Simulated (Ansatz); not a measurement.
## A computed series for MgO: pressure series

Start from MgO in the rock salt structure (space group Fm-3m, No. 225).

```cif
data_MgO
_chemical_formula_sum 'O1 Mg1'
_space_group_name_H-M_alt 'P 1'
_space_group_IT_number 1
_cell_length_a 2.97987
_cell_length_b 2.97987
_cell_length_c 2.97987
_cell_angle_alpha 60.000
_cell_angle_beta 60.000
_cell_angle_gamma 60.000
loop_
_space_group_symop_operation_xyz
  'x, y, z'
loop_
_atom_site_label
_atom_site_type_symbol
_atom_site_fract_x
_atom_site_fract_y
_atom_site_fract_z
_atom_site_occupancy
O1 O 0.00000 0.00000 0.00000 1
Mg1 Mg 0.50000 0.50000 0.50000 1
```

Cell and atoms are relaxed at each pressure.

Level of theory: PBEsol/PAW in Ansatz (a first-principles code), no spin-orbit coupling.

```tsv
pressure (GPa)	volume per atom (Å³/atom)
-2	9.477
0	9.355
1.8	9.251
4.2	9.121
9	8.886
18	8.515
30	8.116
45	?
60	7.398
```

### Question
Fit the third-order Birch–Murnaghan form P(V) = (3B₀/2)[(V₀/V)^(7/3) − (V₀/V)^(5/3)]·[1 + (3/4)(B₀′ − 4)((V₀/V)^(2/3) − 1)] (squares taken in P) to the rows shown and predict the withheld row.

### Answer
Least squares on the printed values gives V₀ = 9.355 Å³/atom, B₀ = 158 GPa, B₀′ = 4.1; this predicts 7.719 Å³/atom, and the run gives 7.719 Å³/atom, in agreement.

Measured bulk modulus of MgO: 169.8 GPa (static lattice; corrected from measurement; as listed in Daniel Mejia-Rodriguez, S. B. Trickey, Phys. Rev. B (2018)); the computed value is 7 % below it.

Load acts through the strain it causes; cell and atoms are relaxed under it. Whether these cells are dynamically stable was not tested. No other phases were tried under pressure.
